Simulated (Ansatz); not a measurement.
Relaxation of BH₆P (8 atoms, charge 0, multiplicity 1), to a largest force component of 0.03 eV/Å in at most 50 steps.

Computed with Ansatz 0.2.0, RKS B3LYP-D4/def2-SVP.

```xyz
8
Properties=species:S:1:pos:R:3
B 0.102 -0.584 -0.164
H -0.099 0.557 1.929
H 1.106 0.075 -0.253
H -0.962 -0.126 -0.499
P 0.181 -2.344 0.556
H -0.698 -3.028 -0.328
H 1.410 -2.814 0.018
H -0.144 -0.158 1.983
```

Question: Where does it end, and by what steps?

Answer: The run converged. After 7 steps the energy has fallen by 0.162 eV; H8 moved furthest, 0.74 Å.

```json
{"step": "0", "energy less start (eV)": "0.0000", "largest force component (eV/Å)": "1.861", "accepted": "yes"}
{"step": "1", "energy less start (eV)": "-0.1060", "largest force component (eV/Å)": "0.209", "accepted": "yes"}
{"step": "2", "energy less start (eV)": "-0.1342", "largest force component (eV/Å)": "0.394", "accepted": "yes"}
{"step": "3", "energy less start (eV)": "-0.1451", "largest force component (eV/Å)": "0.627", "accepted": "yes"}
{"step": "4", "energy less start (eV)": "-0.1604", "largest force component (eV/Å)": "0.175", "accepted": "yes"}
{"step": "5", "energy less start (eV)": "-0.1619", "largest force component (eV/Å)": "0.061", "accepted": "yes"}
{"step": "6", "energy less start (eV)": "-0.1615", "largest force component (eV/Å)": "0.069", "accepted": "no"}
{"step": "7", "energy less start (eV)": "-0.1623", "largest force component (eV/Å)": "0.020", "accepted": "yes"}
```

```xyz
8
Properties=species:S:1:pos:R:3
B 0.146 -0.735 -0.346
H -0.209 1.012 2.328
H 1.140 -0.054 -0.355
H -0.926 -0.257 -0.615
P 0.230 -2.479 0.323
H -0.702 -3.203 -0.466
H 1.450 -2.995 -0.188
H -0.233 0.288 2.560
```

Whether the end is a true minimum wasn't checked by a vibrational analysis.

The run took 13 s on 1 thread of Arm Neoverse V1, on a shared host, peak memory 0.11 GiB.
